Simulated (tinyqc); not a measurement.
Inside a calculation. Method: harmonic frequencies on the RHF/sto-3g surface (energies and gradients from PySCF), for CH3+, spin multiplicity 1. One step of it, computed by the program tinyqc.

Question. One row of the Hessian: 4Hy. Displace 4Hy by +/-0.005 bohr; H(k, :) = (g(+) - g(-)) / (2 delta).

optimised positions (bohr):
```
,x,y,z
1C,-0.021256,-0.017008,0.003781
2H,2.093901,-0.057105,0.086254
3H,-1.041980,1.835358,-0.091866
4H,-1.115703,-1.829275,0.016949
```

gradient at +delta (hartree/bohr):
```
,x,y,z
1C,-0.00081510,-0.00171456,0.00001198
2H,0.00001090,0.00005812,0.00000167
3H,-0.00006528,-0.00003759,0.00000167
4H,0.00086948,0.00169403,-0.00001531
```

gradient at -delta (hartree/bohr):
```
,x,y,z
1C,0.00080376,0.00170166,-0.00001088
2H,-0.00001350,-0.00005744,-0.00000209
3H,0.00006641,0.00003199,-0.00000174
4H,-0.00085667,-0.00167620,0.00001471
```

Give: row of the Hessian.

Answer.

row of the Hessian (hartree/bohr^2): 1Cx -0.161886, 1Cy -0.341622, 1Cz 0.002286, 2Hx 0.002440, 2Hy 0.011556, 2Hz 0.000376, 3Hx -0.013169, 3Hy -0.006957, 3Hz 0.000340, 4Hx 0.172615, 4Hy 0.337023, 4Hz -0.003002
